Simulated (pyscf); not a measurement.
Structures and frequencies: ωB97X-D3(BJ)/def2-SVP in PySCF.

Task: Estimate the classical barrier height and the reaction energy of F–W(F)(F)(F)(F)–SeH (SMILES [F][W]([F])([F])([F])([F])[SeH]) + HF (SMILES F) -> H₂Se (SMILES [SeH2]) + F–W(F)(F)(F)(F)–F (SMILES [F][W]([F])([F])([F])([F])[F]) at M06-2X/def2-TZVP. The step runs on the singlet surface, breaks Se–W, F–H and forms H–Se, F–W; take the separated reactants as zero.

Result: ΔE‡ = 43.5 kJ/mol, ΔE = -69.9 kJ/mol. ωB97M-D3(BJ)/def2-TZVP gives 43.7 kJ/mol and -88.2 kJ/mol. Zero-point energy shifts the barrier by -1.0 kJ/mol. It is a four-centre exchange, with an imaginary mode of 787i cm⁻¹. On the product side the descent ends in an adduct with a Se–W contact, 25.0 kJ/mol over the separated species and 82.7 kJ/mol under the saddle at ωB97X-D3(BJ)/def2-TZVP. What is counted as broken (Se–W) persists as a longer contact in the product adduct; parting that adduct is a step of its own. At ωB97X-D3(BJ)/def2-TZVP the barrier from the zero used here is 53.7 kJ/mol. This is the saddle that the search found; another between the same sides may lie lower. Elements up to Kr have no core potential and no relativistic terms here. Elements past Kr carry the def2 core potentials, without spin-orbit coupling.
